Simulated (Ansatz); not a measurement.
System: CH4S (charge +1, doublet). 
Coordinates optimised at B3LYP-D3(BJ)/def2-TZVP (Ansatz, a first-principles code):
```xyz
6

C     -0.0728     1.1292     0.0021
S     -0.0423    -0.6486    -0.0010
H      1.3046    -0.8249    -0.0045
H     -1.1127     1.4468     0.0051
H      0.4631     1.4888     0.8895
H      0.4590     1.4919    -0.8865
```
Charge +1, spin multiplicity 2.

Basis-set convergence of Hartree-Fock and CCSD(T) correlation energies (hartree) with Ansatz. Cores are frozen in the correlated levels unless marked. Open shells are spin-unrestricted. No spin-orbit coupling. No relativistic terms.

```csv
basis,functions,E(HF),"E(corr, CCSD(T))"
cc-pV(D+d)Z,57,-437.42463,-0.30492
cc-pV(T+d)Z,125,[?],[?]
```

Question: What belongs in the gaps?

Answer: 
- cc-pV(T+d)Z, E(HF): -437.45467
- cc-pV(T+d)Z, E(corr, CCSD(T)): -0.37404
